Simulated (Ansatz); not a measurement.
# CH₄AlCl (SMILES [CH3][AlH][Cl]): a rigid scan of the angle Cl3–Al2–C1

Aim: the energy along the angle Cl3–Al2–C1, from CCSD(T) and from cheaper methods, relative to the minimum. No other atom is relaxed.

Computed with Ansatz 0.2.0, Gaussian basis. Level: single points in def2-TZVPP.

Levels: PBE-D4, r2SCAN-D4, PBE0-D4, B3LYP-D4, wB97M-V, Hartree-Fock, MP2, CCSD, CCSD(T). The scan takes 89.4, 96.9, 104.4, 111.9, 119.4, 126.9, 134.4, 141.9, 149.4°.

Cores are frozen in the correlated methods. B3LYP uses VWN-RPA correlation.

55 further runs of the same task are left out: 55 set aside as unsound or not needed.

### Step 1. The starting structure

The minimum, relaxed at PBE0-D4: SMILES `[CH3][AlH][Cl]`, 7 atoms, charge 0, spin multiplicity 1.

Atoms are counted from 1 here; the program's logs count them from 0.

Bond lengths: C1–Al2 1.938 Å, C1–H4 1.095 Å, C1–H5 1.091 Å, C1–H6 1.095 Å, Al2–Cl3 2.105 Å, Al2–H7 1.579 Å. Angles: Al2–C1–H4 110.5°, Al2–C1–H5 112.6°, Al2–C1–H6 110.6°, H4–C1–H5 108.2°, H4–C1–H6 106.5°, H5–C1–H6 108.2°, C1–Al2–Cl3 119.4°, C1–Al2–H7 124.6°, Cl3–Al2–H7 116.1°.

Coordinates:

```mol
CH4AlCl
  3D, bonds by distance, orders not assigned

  7  6  0  0  0  0  0  0  0  0999 V2000
   -0.7122    0.5230   -0.2855 C   0  0
    0.8571   -0.5067    0.1976 Al  0  0
    0.6957   -2.0081    1.6639 Cl  0  0
   -0.5388    1.5903   -0.1124 H   0  0
   -1.5984    0.2257    0.2777 H   0  0
   -0.9321    0.4138   -1.3525 H   0  0
    2.2899   -0.3060   -0.4346 H   0  0
  1  2  8  0
  1  4  8  0
  1  5  8  0
  1  6  8  0
  2  3  8  0
  2  7  8  0
M  END
```

Energies of the minimum (eV), from earlier single points: PBE-D4 -20214.34695, r2SCAN-D4 -20222.60319, PBE0-D4 -20216.27241, B3LYP-D4 -20226.24606, wB97M-V -20222.99443, CCSD(T) -20197.22158.

At the minimum the angle Cl3–Al2–C1 is 119.4°.

### Step 2. Cl3–Al2–C1 = 89.4°

Input file ccsdt-tzvpp/in.yaml:

```yaml
crystal:
  periodic: [false, false, false]
  atoms:
    - {symbol: C, position_ang: [-0.712193, 0.523037, -0.285539]}
    - {symbol: Al, position_ang: [0.857129, -0.506653, 0.197563]}
    - {symbol: Cl, position_ang: [-0.305249, -1.588415, 1.579350]}
    - {symbol: H, position_ang: [-0.538844, 1.590278, -0.112359]}
    - {symbol: H, position_ang: [-1.598412, 0.225680, 0.277738]}
    - {symbol: H, position_ang: [-0.932144, 0.413779, -1.352526]}
    - {symbol: H, position_ang: [2.289851, -0.305990, -0.434588]}
basis:
  gaussian: {orbitals: def2-TZVPP}
correlation: {method: ccsd_t}
```

The command line of these runs was not kept.

Further steps of the session: Cl3–Al2–C1 = 96.9°; Cl3–Al2–C1 = 104.4°; Cl3–Al2–C1 = 111.9°; Cl3–Al2–C1 = 119.4°; Cl3–Al2–C1 = 126.9°; Cl3–Al2–C1 = 134.4°; Cl3–Al2–C1 = 141.9°; Cl3–Al2–C1 = 149.4°.

What does the calculation give? Wanted: highest point, CCSD(T); lowest point, CCSD(T); minimum along the scan, CCSD(T); RMS deviation from CCSD(T); largest T1 diagnostic.

As calculated:

| quantity | value |
| --- | --- |
| highest point, CCSD(T) | 75.8 kJ/mol at 89.4° |
| lowest point, CCSD(T) | 0.0 kJ/mol at 119.4° |
| minimum along the scan, CCSD(T) | 119.3° |
| curvature there | 1.41 meV/deg² |
| RMS deviation from CCSD(T) | PBE-D4 2.6, r2SCAN-D4 0.5, PBE0-D4 1.4, B3LYP-D4 0.5, wB97M-V 1.2, Hartree-Fock 4.9, MP2 0.3, CCSD 0.6 kJ/mol |
| largest T1 diagnostic | 0.009 |

**Reading.** A polynomial through the near points puts the CCSD(T) minimum 0.1° below the PBE0-D4 value. Curvature against CCSD(T): PBE-D4 -7 %, Hartree-Fock +13 %. The curve of MP2 lies nearest to CCSD(T), that of Hartree-Fock farthest.
